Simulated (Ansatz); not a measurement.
**CHAl (triplet): RPA-PBE over vertical spin and charge gaps, cc-pVDZ**

Aim: run CHAl (triplet) with these functionals over vertical spin and charge gaps, and hold them against the top wave-function level at the same points.

Computed with Ansatz 0.2.0, Gaussian basis. Level: cc-pVDZ, all electrons in the functionals, frozen cores in the correlation of double hybrids and RPA.

The runs, in order: RPA-PBE, at charge 0, triplet; charge 0, singlet; charge 0, quintet; charge 1, doublet; charge 1, quartet.

12 further runs of the same task are left out: 5 for a known fault of the program, 1 that didn't finish, 6 set aside as unsound or not needed.

### 1 The geometry

The geometry is a PBE0/def2-TZVP stationary point (not a proven minimum).

3 atoms, charge 0, spin multiplicity 3.

Atoms are counted from 1 here; the program's logs count them from 0.

Bond lengths: Al1–C2 1.916 Å, Al1–H3 1.601 Å. Angles: C2–Al1–H3 180.0°.

Geometry (Å):

```xyz
3
CHAl
Al    0.00000    0.00000    0.10510
C     0.00000    0.00000   -1.81110
H     0.00000    0.00000    1.70600
```

No dispersion term is added.

The geometry shown and the zero of energy belong to the point charge 0, triplet. The yardstick, FCI, and other wave-function levels (R restricted, U unrestricted, valence and pair active spaces) come from earlier runs.

### 2 RPA-PBE, charge 0, triplet

File in.yaml:

```yaml
crystal:
  periodic: [false, false, false]
  atoms:
    - {symbol: Al, position_ang: [0.000000, 0.000000, 0.105100]}
    - {symbol: C, position_ang: [0.000000, 0.000000, -1.811100]}
    - {symbol: H, position_ang: [0.000000, 0.000000, 1.706000]}
basis:
  gaussian: {orbitals: cc-pVDZ}
magnetization: {spin_polarized: true, initial_magnetization: 2}
hamiltonian: {xc: {name: PBE}}
correlation: {method: rpa, electrons: outside_noble_gas}
```

Started as:

```
$ ansatz run in.yaml --threads 1 --pin off --events-out ev --progress --plain --max-ram 3968MiB --backend cpu
```

The log of the run:

```text
Functional definition: PBE
  name "PBE"
  cite "Perdew, Burke & Ernzerhof, Phys. Rev. Lett. 77, 3865 (1996) doi:10.1103/PhysRevLett.77.3865"
  parent pbe
  parameter kappa = 0.804
  parameter beta = 0.06672455060314922
  exchange = pbe_x(kappa = kappa, mu = beta*pi^2/3)
  correlation = pbe_c(beta = beta)
357 factors; integrals over basis functions are off by at most 9.9e-4 eV
mean field evaluation 1: about -7632.8988 eV, gradient 2.8e1 eV
mean field evaluation 2: about -7632.8961 eV, gradient 2.8e1 eV
mean field evaluation 4: about -7637.5096 eV, gradient 1.0e1 eV
mean field evaluation 8: about -7638.8683 eV, gradient 2.8e-1 eV
mean field evaluation 16: about -7638.8692 eV, gradient 5.8e-6 eV
mean field evaluation 32: about -7637.4045 eV, gradient 7.8e0 eV
mean field evaluation 64: about -7618.4607 eV, gradient 2.1e1 eV
mean field -7638.86915696 eV, -280.7232637067 hartree, gradient 5.7e-6 eV, S^2 2.004326; 5 other end points of the search recorded, 0 dependent functions left out
6 core orbitals not correlated: weight in the atoms' cores, before any rotation towards them, 1.000 or more for the frozen orbitals, at most 0.000 for the correlated occupied ones
reference -7623.32341378 eV, -280.1519681823 hartree; 5, 3 occupied and 26, 28 virtual orbitals, 357 factors
Total energy: -7631.58009441 eV, -280.4553955988 hartree
```

It took 1.5 s on 1 thread of AMD EPYC 7R13, shared host.

From the report: ⟨S²⟩ of the determinant 2.004 (pure triplet: 2.00).

### 3 RPA-PBE, charge 0, singlet

Edit in.yaml of step 2 so:

```diff
@@ -8,3 +8,3 @@
   gaussian: {orbitals: cc-pVDZ}
-magnetization: {spin_polarized: true, initial_magnetization: 2}
+magnetization: {spin_polarized: true, initial_magnetization: 0}
 hamiltonian: {xc: {name: PBE}}
```

Launched as before.

The log of the run:

```text
Functional definition: PBE
  name "PBE"
  cite "Perdew, Burke & Ernzerhof, Phys. Rev. Lett. 77, 3865 (1996) doi:10.1103/PhysRevLett.77.3865"
  parent pbe
  parameter kappa = 0.804
  parameter beta = 0.06672455060314922
  exchange = pbe_x(kappa = kappa, mu = beta*pi^2/3)
  correlation = pbe_c(beta = beta)
357 factors; integrals over basis functions are off by at most 9.9e-4 eV
mean field evaluation 1: about -7631.4441 eV, gradient 2.8e1 eV
mean field evaluation 2: about -7631.4410 eV, gradient 2.8e1 eV
mean field evaluation 4: about -7636.9263 eV, gradient 7.5e0 eV
mean field evaluation 8: about -7637.6448 eV, gradient 1.6e0 eV
mean field evaluation 16: about -7637.6630 eV, gradient 2.2e-5 eV
mean field evaluation 32: about -7637.9023 eV, gradient 8.5e-1 eV
mean field evaluation 64: about -7638.4896 eV, gradient 3.2e0 eV
mean field evaluation 96: about -7638.3534 eV, gradient 5.5e0 eV
mean field evaluation 128: about -7637.6630 eV, gradient 1.3e-6 eV
mean field evaluation 160: about -7637.6598 eV, gradient 2.2e-1 eV
mean field evaluation 192: about -7598.3469 eV, gradient 3.9e1 eV
mean field -7638.58027195 eV, -280.7126473784 hartree, gradient 8.7e-7 eV, S^2 1.004268; 13 other end points of the search recorded, 0 dependent functions left out
6 core orbitals not correlated: weight in the atoms' cores, before any rotation towards them, 1.000 or more for the frozen orbitals, at most 0.000 for the correlated occupied ones
reference -7622.87411357 eV, -280.1354567041 hartree; 4, 4 occupied and 27, 27 virtual orbitals, 357 factors
Total energy: -7631.25546775 eV, -280.4434657890 hartree
```

Run time: 5.5 s. Hardware: 1 thread of AMD EPYC 7R13, shared host.

From the report: ⟨S²⟩ of the determinant 1.004 (pure singlet: 0.00). The determinant is far from a pure spin state, so its energy mixes those of several spin states (harmless only where they are near-degenerate, as at dissociation).

From charge 0, triplet: +0.325 eV.

### 4 RPA-PBE, charge 0, quintet

Edit in.yaml of step 3 so:

```diff
@@ -8,3 +8,3 @@
   gaussian: {orbitals: cc-pVDZ}
-magnetization: {spin_polarized: true, initial_magnetization: 0}
+magnetization: {spin_polarized: true, initial_magnetization: 4}
 hamiltonian: {xc: {name: PBE}}
```

Same command.

The log of the run:

```text
Functional definition: PBE
  name "PBE"
  cite "Perdew, Burke & Ernzerhof, Phys. Rev. Lett. 77, 3865 (1996) doi:10.1103/PhysRevLett.77.3865"
  parent pbe
  parameter kappa = 0.804
  parameter beta = 0.06672455060314922
  exchange = pbe_x(kappa = kappa, mu = beta*pi^2/3)
  correlation = pbe_c(beta = beta)
357 factors; integrals over basis functions are off by at most 9.9e-4 eV
mean field evaluation 1: about -7634.4052 eV, gradient 1.6e1 eV
mean field evaluation 2: about -7634.4034 eV, gradient 1.6e1 eV
mean field evaluation 4: about -7636.0675 eV, gradient 4.8e0 eV
mean field evaluation 8: about -7636.3250 eV, gradient 2.5e-1 eV
mean field evaluation 16: about -7636.3257 eV, gradient 1.0e-3 eV
mean field evaluation 32: about -7636.2701 eV, gradient 2.7e-6 eV
mean field evaluation 64: about -7628.9203 eV, gradient 1.0e1 eV
mean field -7636.32570480 eV, -280.6297935640 hartree, gradient 1.6e-7 eV, S^2 6.003583; 7 other end points of the search recorded, 0 dependent functions left out
6 core orbitals not correlated: weight in the atoms' cores, before any rotation towards them, 1.000 or more for the frozen orbitals, at most 0.000 for the correlated occupied ones
reference -7622.17301729 eV, -280.1096918910 hartree; 6, 2 occupied and 25, 29 virtual orbitals, 357 factors
Total energy: -7629.29419159 eV, -280.3713902198 hartree
```

It took 1.6 s on 1 thread of AMD EPYC 7R13, shared host.

From the report: ⟨S²⟩ of the determinant 6.004 (pure quintet: 6.00).

From charge 0, triplet: +2.286 eV.

### 5 RPA-PBE, charge 1, doublet

Edit in.yaml of step 4 so:

```diff
@@ -8,3 +8,4 @@
   gaussian: {orbitals: cc-pVDZ}
-magnetization: {spin_polarized: true, initial_magnetization: 4}
+total_charge: 1
+magnetization: {spin_polarized: true, initial_magnetization: 1}
 hamiltonian: {xc: {name: PBE}}
```

The command is unchanged.

The log of the run:

```text
Functional definition: PBE
  name "PBE"
  cite "Perdew, Burke & Ernzerhof, Phys. Rev. Lett. 77, 3865 (1996) doi:10.1103/PhysRevLett.77.3865"
  parent pbe
  parameter kappa = 0.804
  parameter beta = 0.06672455060314922
  exchange = pbe_x(kappa = kappa, mu = beta*pi^2/3)
  correlation = pbe_c(beta = beta)
357 factors; integrals over basis functions are off by at most 9.9e-4 eV
mean field evaluation 1: about -7624.9379 eV, gradient 2.5e1 eV
mean field evaluation 2: about -7624.9342 eV, gradient 2.5e1 eV
mean field evaluation 4: about -7629.6117 eV, gradient 3.8e0 eV
mean field evaluation 8: about -7629.8100 eV, gradient 2.0e-1 eV
mean field evaluation 16: about -7630.0822 eV, gradient 1.3e0 eV
mean field evaluation 32: about -7629.8103 eV, gradient 8.7e-2 eV
mean field evaluation 64: about -7629.7489 eV, gradient 2.5e-1 eV
mean field evaluation 96: about -7629.8105 eV, gradient 8.9e-7 eV
mean field evaluation 128: about -7630.1816 eV, gradient 1.0e0 eV
mean field evaluation 160: about -7629.3302 eV, gradient 4.4e0 eV
mean field -7630.19970712 eV, -280.4046673015 hartree, gradient 2.8e-6 eV, S^2 1.515263; 18 other end points of the search recorded, 0 dependent functions left out
6 core orbitals not correlated: weight in the atoms' cores, before any rotation towards them, 1.000 or more for the frozen orbitals, at most 0.000 for the correlated occupied ones
reference -7616.29628262 eV, -279.8937258753 hartree; 4, 3 occupied and 27, 28 virtual orbitals, 357 factors
Total energy: -7622.95173838 eV, -280.1383093631 hartree
```

Run time: 5 s. Hardware: 1 thread of AMD EPYC 7R13, shared host.

From the report: ⟨S²⟩ of the determinant 1.515 (pure doublet: 0.75). The determinant is far from a pure spin state, so its energy mixes those of several spin states (harmless only where they are near-degenerate, as at dissociation).

From charge 0, triplet: +8.628 eV.

### 6 RPA-PBE, charge 1, quartet

Edit in.yaml of step 5 so:

```diff
@@ -9,3 +9,3 @@
 total_charge: 1
-magnetization: {spin_polarized: true, initial_magnetization: 1}
+magnetization: {spin_polarized: true, initial_magnetization: 3}
 hamiltonian: {xc: {name: PBE}}
```

Launched as before.

The log of the run:

```text
Functional definition: PBE
  name "PBE"
  cite "Perdew, Burke & Ernzerhof, Phys. Rev. Lett. 77, 3865 (1996) doi:10.1103/PhysRevLett.77.3865"
  parent pbe
  parameter kappa = 0.804
  parameter beta = 0.06672455060314922
  exchange = pbe_x(kappa = kappa, mu = beta*pi^2/3)
  correlation = pbe_c(beta = beta)
357 factors; integrals over basis functions are off by at most 9.9e-4 eV
mean field evaluation 1: about -7618.3316 eV, gradient 3.9e1 eV
mean field evaluation 2: about -7618.3285 eV, gradient 3.9e1 eV
mean field evaluation 4: about -7628.4867 eV, gradient 1.3e1 eV
mean field evaluation 8: about -7630.6714 eV, gradient 1.9e-1 eV
mean field evaluation 16: about -7630.6719 eV, gradient 8.9e-6 eV
mean field evaluation 32: about -7593.7566 eV, gradient 2.3e1 eV
mean field -7630.67191366 eV, -280.4220205718 hartree, gradient 8.8e-6 eV, S^2 3.751117; 0 other end points of the search recorded, 0 dependent functions left out
6 core orbitals not correlated: weight in the atoms' cores, before any rotation towards them, 1.000 or more for the frozen orbitals, at most 0.000 for the correlated occupied ones
reference -7617.27786357 eV, -279.9297983098 hartree; 5, 2 occupied and 26, 29 virtual orbitals, 357 factors
Total energy: -7623.44332337 eV, -280.1563747784 hartree
```

Run time: 0.76 s. Hardware: 1 thread of AMD EPYC 7R13, shared host.

From the report: ⟨S²⟩ of the determinant 3.751 (pure quartet: 3.75).

From charge 0, triplet: +8.137 eV.

### 7 The comparison

The yardstick is full CI for this spin, exact in this basis with these frozen cores. It comes from earlier runs at the same points. Energies in eV, counted from charge 0, triplet; blanks weren't run or aren't comparable.

| level | triplet to singlet | triplet to quintet | ionisation to the doublet cation | ionisation to the quartet cation |
| --- | --- | --- | --- | --- |
| FCI | 0.780 |  | 8.531 | 7.652 |
| RPA-PBE |  | 2.286 |  | 8.137 |

Largest miss and mean time a point (FCI took 63 s a point; shared hosts):

| level | largest miss (eV) | where | time a point |
| --- | --- | --- | --- |
| RPA-PBE | +0.485 | ionisation to the quartet cation | 2.9 s |

### 8 What came out

| quantity | value |
| --- | --- |
| triplet to singlet, FCI | 0.780 eV |
| ionisation to the doublet cation, FCI | 8.531 eV |
| ionisation to the quartet cation, FCI | 7.652 eV |
| largest miss, RPA-PBE | +0.485 eV (ionisation to the quartet cation) |

Misses are known at 1 of 4 points at best, and only functionals with that many are ranked. RPA-PBE strays by up to 0.485 eV, at ionisation to the quartet cation. RPA-PBE clearly breaks the spin symmetry at some points (⟨S²⟩ up to 1.00 above the pure value), so energy there is bought with a mixed spin. Functionals and the yardstick converge differently with the basis, so part of each miss in cc-pVDZ is the basis.
